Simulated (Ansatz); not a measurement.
# CH6AlN: two geometries relaxed

Aim: relax the geometries before and after the shift of H7 from N2 to Al3, and see whether they are two minima and how far apart in energy. SMILES of the start: C[NH][AlH2].

Program: Ansatz 0.2.0. Level of theory: RKS B3LYP-D4/def2-mTZVP. These are calculated values, not measurements.

### Step 1. The system as given

Bond lengths: C1–N2 1.394 Å, N2–Al3 1.919 Å, C1–H4 1.067 Å, C1–H5 1.144 Å, C1–H6 1.158 Å, N2–H7 1.053 Å, Al3–H8 1.597 Å, Al3–H9 1.631 Å. Angles: C1–N2–Al3 109.6°, C1–N2–H7 108.4°, Al3–N2–H7 107.5°, N2–C1–H4 113.1°, N2–C1–H5 112.2°, N2–C1–H6 112.7°, H4–C1–H5 104.7°, H4–C1–H6 109.7°, H5–C1–H6 103.7°, N2–Al3–H8 118.7°, N2–Al3–H9 120.2°, H8–Al3–H9 120.9°.

Structure file:

```xyz
9

C    -0.3390    0.8604   -0.7334
N     0.7833    0.2320   -0.1967
Al    0.2352   -1.0340    1.1376
H    -1.0102    0.1827   -1.2121
H    -0.0638    1.6179   -1.5449
H    -0.9136    1.4922    0.0487
H     1.2627   -0.3060   -0.9645
H     0.6250   -2.5700    0.9428
H    -0.4910   -0.5215    2.5053
```

### Step 2. End point A

The input, input.yaml:

```yaml
crystal:
  periodic: [false, false, false]
  atoms:
    - { symbol: C, position_ang: [-0.339, 0.8604, -0.7334] }
    - { symbol: "N", position_ang: [0.7833, 0.232, -0.1967] }
    - { symbol: Al, position_ang: [0.2352, -1.034, 1.1376] }
    - { symbol: H, position_ang: [-1.0102, 0.1827, -1.2121] }
    - { symbol: H, position_ang: [-0.0638, 1.6179, -1.5449] }
    - { symbol: H, position_ang: [-0.9136, 1.4922, 0.0487] }
    - { symbol: H, position_ang: [1.2627, -0.306, -0.9645] }
    - { symbol: H, position_ang: [0.625, -2.57, 0.9428] }
    - { symbol: H, position_ang: [-0.491, -0.5215, 2.5053] }
basis:
  gaussian: { orbitals: def2-mTZVP }
hamiltonian:
  xc: b3lyp
  dispersion: d4
relax:
  f_tol: 0.02
  max_steps: 50
```

The run is started by

```
$ ansatz run input.yaml --threads 2 --pin off --max-ram 3072MiB --backend cpu --events-out ev --progress --plain --runs-dir out
```

The program printed, shortened:

```text
Warning: RAYON_NUM_THREADS=2 ignored (pool sized by the plan → 2); use --threads N
[...]
Functional definition: B3LYP
[...]
782 factors; integrals over basis functions are off by at most 5.9e-4 eV
[...]
mean field -9222.79912731 eV, -338.9316164909 hartree, gradient 1.3e-5 eV, S^2 0.000000; 0 other end points of the search recorded, 0 dependent functions left out
[...]
reference -9222.79940927 eV, -338.9316268526 hartree; 16, 16 occupied and 62, 62 virtual orbitals, 782 factors
relax step   1: F+E_penalty+E_count = -9223.00810788 eV  Δ(F+E_penalty+E_count) = +0.000e0 eV  max|allowed force component| = 3.748e0 eV/Å  Δτ_max = 0.0000 Å  (25 SCF iters, accepted)
[...]
relax step   6: F+E_penalty+E_count = -9223.89816686 eV  Δ(F+E_penalty+E_count) = -1.345e-2 eV  max|allowed force component| = 4.045e-2 eV/Å  Δτ_max = 0.0879 Å  (23 SCF iters, accepted)
[...]
relax step   7: F+E_penalty+E_count = -9223.89914888 eV  Δ(F+E_penalty+E_count) = -9.820e-4 eV  max|allowed force component| = 1.739e-2 eV/Å  Δτ_max = 0.0339 Å  (23 SCF iters, accepted)
782 factors; integrals over basis functions are off by at most 6.8e-4 eV
[...]
mean field -9223.69121499 eV, -338.9644001084 hartree, gradient 3.1e-5 eV, S^2 0.000000; 1 other end points of the search recorded, 0 dependent functions left out
[...]
reference -9223.69149636 eV, -338.9644104485 hartree; 16, 16 occupied and 62, 62 virtual orbitals, 782 factors
Total energy: -9223.89943025 eV, -338.9720518780 hartree
Atom 0 at    -0.387551     0.944212    -0.777654 Å, force    -0.010725     0.003286     0.017389 eV/Å
Atom 1 at     0.343846    -0.248156    -0.366123 Å, force     0.002943    -0.004819    -0.002285 eV/Å
Atom 2 at     0.333195    -1.085316     1.200173 Å, force    -0.002524    -0.000339     0.005798 eV/Å
Atom 3 at    -1.081697     0.741221    -1.600770 Å, force     0.005541     0.002776    -0.001310 eV/Å
Atom 4 at     0.281959     1.750662    -1.096265 Å, force    -0.000969    -0.002494     0.001618 eV/Å
Atom 5 at    -0.977825     1.323904     0.058281 Å, force     0.004458    -0.004869    -0.009283 eV/Å
Atom 6 at     0.917748    -0.612826    -1.118227 Å, force    -0.000573    -0.001206    -0.003468 eV/Å
Atom 7 at     1.237912    -2.374629     1.339166 Å, force    -0.003278     0.007362    -0.001170 eV/Å
Atom 8 at    -0.578985    -0.485372     2.344219 Å, force     0.005127     0.000303    -0.007287 eV/Å
Dipole moment:     0.014178     0.108455    -0.238502 e Å
```

It took 7.9 s on 2 threads of Intel Xeon Platinum 8488C (Sapphire Rapids), shared host; peak memory 0.16 GiB.

The steps of the relaxation:

```
step  energy from step 1 (eV)  largest force component (eV/Å)
   1                   0.0000                          3.7483
   2                  -0.4830                          1.8401
   3                  -0.6966                          0.8254
   4                  -0.8142                          0.4708
   5                  -0.8766                          0.1663
   6                  -0.8901                          0.0404
   7                  -0.8910                          0.0174
```

Step 1 is the start.

After: Bond lengths: C1–N2 1.458 Å, N2–Al3 1.776 Å, C1–H4 1.096 Å, C1–H5 1.095 Å, C1–H6 1.092 Å, N2–H7 1.014 Å, Al3–H8 1.581 Å, Al3–H9 1.581 Å. Angles: C1–N2–Al3 129.2°, C1–N2–H7 111.6°, Al3–N2–H7 119.2°, N2–C1–H4 112.2°, N2–C1–H5 112.2°, N2–C1–H6 109.9°, H4–C1–H5 107.8°, H4–C1–H6 107.3°, H5–C1–H6 107.3°, N2–Al3–H8 117.3°, N2–Al3–H9 117.6°, H8–Al3–H9 125.2°.

### Step 3. Relaxing end B

The second end starts from a geometry with the move made by hand.

input.yaml, as its differences from that of step 2:

```diff
@@ -9,3 +9,3 @@
     - { symbol: H, position_ang: [-0.9136, 1.4922, 0.0487] }
-    - { symbol: H, position_ang: [1.2627, -0.306, -0.9645] }
+    - { symbol: H, position_ang: [-0.91351, -1.01196, 0.11213] }
     - { symbol: H, position_ang: [0.625, -2.57, 0.9428] }
```

The run is started by

```
$ ansatz run input.yaml --threads 2 --pin off --max-ram 3072MiB --backend cpu --events-out ev --progress --plain --runs-dir out
```

The program printed, shortened:

```text
Warning: RAYON_NUM_THREADS=2 ignored (pool sized by the plan → 2); use --threads N
[...]
[... 1 set-up line as earlier in the session ...]
[...]
781 factors; integrals over basis functions are off by at most 5.9e-4 eV
[...]
mean field -9217.72721176 eV, -338.7452270322 hartree, gradient 4.9e-5 eV, S^2 0.000000; 0 other end points of the search recorded, 0 dependent functions left out
[...]
reference -9217.72748892 eV, -338.7452372178 hartree; 16, 16 occupied and 62, 62 virtual orbitals, 781 factors
relax step   1: F+E_penalty+E_count = -9217.94580929 eV  Δ(F+E_penalty+E_count) = +0.000e0 eV  max|allowed force component| = 4.763e0 eV/Å  Δτ_max = 0.0000 Å  (33 SCF iters, accepted)
[...]
relax step   4: F+E_penalty+E_count = -9220.53063717 eV  Δ(F+E_penalty+E_count) = -8.372e-1 eV  max|allowed force component| = 2.456e0 eV/Å  Δτ_max = 0.1918 Å  (30 SCF iters, accepted)
[...]
relax step   7: F+E_penalty+E_count = -9222.81144721 eV  Δ(F+E_penalty+E_count) = -7.096e-1 eV  max|allowed force component| = 1.462e0 eV/Å  Δτ_max = 0.1947 Å  (28 SCF iters, accepted)
[...]
relax step  10: F+E_penalty+E_count = -9223.56777020 eV  Δ(F+E_penalty+E_count) = -2.134e-1 eV  max|allowed force component| = 8.183e-1 eV/Å  Δτ_max = 0.1978 Å  (26 SCF iters, accepted)
[...]
relax step  11: F+E_penalty+E_count = -9223.74429385 eV  Δ(F+E_penalty+E_count) = -1.765e-1 eV  max|allowed force component| = 5.217e-1 eV/Å  Δτ_max = 0.2000 Å  (26 SCF iters, accepted)
[...]
relax step  12: F+E_penalty+E_count = -9223.83780203 eV  Δ(F+E_penalty+E_count) = -9.351e-2 eV  max|allowed force component| = 3.850e-1 eV/Å  Δτ_max = 0.2000 Å  (26 SCF iters, accepted)
[...]
781 factors; integrals over basis functions are off by at most 8.8e-4 eV
mean field -9223.67801360 eV, -338.9639149663 hartree, gradient 2.4e-5 eV, S^2 0.000000; 0 other end points of the search recorded, 0 dependent functions left out
[...]
reference -9223.67829698 eV, -338.9639253804 hartree; 16, 16 occupied and 62, 62 virtual orbitals, 781 factors
```

### Step 4. The output, continued: end point B relaxed

Output, continued, shortened:

```text
relax step  13: F+E_penalty+E_count = -9223.88540100 eV  Δ(F+E_penalty+E_count) = -4.760e-2 eV  max|allowed force component| = 2.028e-1 eV/Å  Δτ_max = 0.2000 Å  (25 SCF iters, accepted)
[...]
relax step  19: F+E_penalty+E_count = -9223.89927153 eV  Δ(F+E_penalty+E_count) = -6.513e-6 eV  max|allowed force component| = 2.023e-2 eV/Å  Δτ_max = 0.0030 Å  (18 SCF iters, accepted)
[...]
relax step  20: F+E_penalty+E_count = -9223.89929576 eV  Δ(F+E_penalty+E_count) = -2.423e-5 eV  max|allowed force component| = 1.311e-3 eV/Å  Δτ_max = 0.0022 Å  (18 SCF iters, accepted)
781 factors; integrals over basis functions are off by at most 8.6e-4 eV
mean field -9223.69124408 eV, -338.9644011773 hartree, gradient 1.9e-5 eV, S^2 0.000000; 1 other end points of the search recorded, 0 dependent functions left out
[...]
reference -9223.69152624 eV, -338.9644115465 hartree; 16, 16 occupied and 62, 62 virtual orbitals, 781 factors
Total energy: -9223.89957792 eV, -338.9720573050 hartree
Atom 0 at    -0.576925     0.875705    -0.667741 Å, force    -0.000361     0.001101     0.001311 eV/Å
Atom 1 at    -0.115085    -0.451536    -0.278896 Å, force     0.000224    -0.000965    -0.000065 eV/Å
Atom 2 at     0.145617    -1.109404     1.349863 Å, force    -0.000182     0.000624     0.000110 eV/Å
Atom 3 at    -1.511929     0.838284    -1.237430 Å, force    -0.000295    -0.000072    -0.000050 eV/Å
Atom 4 at     0.162305     1.409951    -1.274616 Å, force     0.000239     0.000173    -0.000088 eV/Å
Atom 5 at    -0.763071     1.478795     0.222348 Å, force    -0.000075     0.000170    -0.001097 eV/Å
Atom 6 at     0.066663    -1.036338    -1.086934 Å, force     0.000190    -0.000255    -0.001011 eV/Å
Atom 7 at     0.657562    -2.600940     1.457181 Å, force    -0.000074     0.000061     0.000693 eV/Å
Atom 8 at    -0.152747    -0.156777     2.575656 Å, force     0.000334    -0.000838     0.000197 eV/Å
Dipole moment:    -0.032150     0.078027    -0.247396 e Å
```

Run time: 21 s. Hardware: 2 threads of Intel Xeon Platinum 8488C (Sapphire Rapids), shared host; peak memory 0.16 GiB.

Step by step:

```
step  energy from step 1 (eV)  largest force component (eV/Å)
   1                   0.0000                          4.7626
   2                  -1.0517                          2.0978
   3                  -1.7476                          2.4544
   4                  -2.5848                          2.4560
   5                  -3.7908                          2.3017
   6                  -4.1560                          5.4862
   7                  -4.8656                          1.4616
   8                  -5.1537                          1.7210
   9                  -5.4086                          1.6539
  10                  -5.6220                          0.8183
  11                  -5.7985                          0.5217
  12                  -5.8920                          0.3850
  13                  -5.9396                          0.2028
  14                  -5.9505                          0.2216
 15x                  -5.9436                          0.4829
  16                  -5.9532                          0.0156
  17                  -5.9535                          0.0254
 18x                  -5.9534                          0.0257
  19                  -5.9535                          0.0202
  20                  -5.9535                          0.0013
```

Step 1 is the start. 2 steps were tried and not accepted (marked x).

After: Bond lengths: C1–N2 1.458 Å, N2–Al3 1.776 Å, C1–H4 1.096 Å, C1–H5 1.096 Å, C1–H6 1.091 Å, N2–H7 1.014 Å, Al3–H8 1.581 Å, Al3–H9 1.581 Å. Angles: C1–N2–Al3 128.9°, C1–N2–H7 111.7°, Al3–N2–H7 119.4°, N2–C1–H4 112.2°, N2–C1–H5 112.2°, N2–C1–H6 109.9°, H4–C1–H5 107.7°, H4–C1–H6 107.3°, H5–C1–H6 107.3°, N2–Al3–H8 117.3°, N2–Al3–H9 117.4°, H8–Al3–H9 125.2°.

Pairs that crossed the distance rule for bonds on the way: came closer N2–H7; moved apart Al3–H7.

### Step 5. Outcome

| quantity | value |
| --- | --- |
| end A | 6 moves, 0.891 eV lower |
| end B | 17 moves, 5.953 eV lower |
| largest difference between the ends | 0.02 Å |
| end B relative to end A | -0.000 eV |

What this shows: Both starts fell into the same minimum (no atom differs by more than 0.02 Å), so from this start no second minimum was found and no band was run; another arrangement could still be one.
